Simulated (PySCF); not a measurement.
Gas-phase reaction: 2 SiH3F + SiH4 + 3 SiO2 = 2 SiF(OH)3 + 4 SiH, at 1400 K and a standard pressure of 1 bar. Level: CCSD(T)/def2-SVP†.

Method: PySCF energies plus ideal-gas RRHO corrections (1 bar). † marks an energy on the PBE0/def2-TZVP geometry and frequencies. CCSD(T) freezes the core. Open shells (unrestricted): SiH (multiplicity 2, electronic degeneracy 4); the rest are closed-shell singlets. Spin-orbit splitting is ignored; it lowers the true energy and changes the entropy of SiH. No R ln 2 is added for the mirror-image form of SiF(OH)3. SiF(OH)3: computed as isolated molecules; such fragments, hydroxides, amides, oligomers or adducts are transient or little studied in the gas. CCSD(T) isn't extrapolated to the basis-set limit; its ΔH°(298 K) is 123.0 kJ in def2-SVP and 152.6 kJ in def2-TZVPP. The harmonic model lacks anharmonicity and excited electronic states, which grow with temperature; levels with a mode under 35 cm⁻¹ are left out. Internal rotation in SiF(OH)3 is treated as a harmonic vibration of one conformer, which makes the entropy rough. Warning, large T1 diagnostic: SiO2 (CCSD(T)/def2-SVP†).

```tsv
species	E (Ha)	H(1400 K) − E (kJ/mol)	S°(1400 K) (J/mol/K)
SiH3F	-390.31145	170.4	352.0
SiH4	-291.30187	174.7	310.6
SiO2	-438.89576	90.7	314.3
SiF(OH)3	-615.44135	300.7	540.1
SiH	-289.42265	56.3	247.0
```
E: electronic energy; H − E holds the zero-point and thermal terms. 1 Ha = 2625.5 kJ/mol.

Work out ΔH°, ΔS°, ΔG° and log10 K from these numbers.

1. ΔE = 2×(-615.44135) + 4×(-289.42265) − 2×(-390.31145) − 1×(-291.30187) − 3×(-438.89576) = 0.03875 Ha = 101.7 kJ.
2. Δ(H − E) = 2×(300.7) + 4×(56.3) − 2×(170.4) − 1×(174.7) − 3×(90.7) = 39.0 kJ, so ΔH° = 140.7 kJ.
3. ΔS° = 2×(540.1) + 4×(247.0) − 2×(352.0) − 1×(310.6) − 3×(314.3) = 110.7 J/K; the number of gas molecules stays the same.
4. ΔG° = ΔH° − TΔS° = 140.7 − 1400×(110.7)/1000 = -14.3 kJ.
5. log10 K = −ΔG°/(RT ln 10) = 0.53, with RT ln 10 = 26.80 kJ/mol; at standard pressures the products are favoured.
6. A shift of 10 kJ in ΔE would move log10 K by 0.37 here.
7. With ΔH° and ΔS° held fixed, ΔG° changes sign near ΔH°/ΔS° = 1270 K.
For scale, ΔH°(298 K) is 123 kJ at this level, 176 kJ at ωB97M-V/def2-TZVP†, and runs from -181 to 1397 kJ over the 20 levels computed.
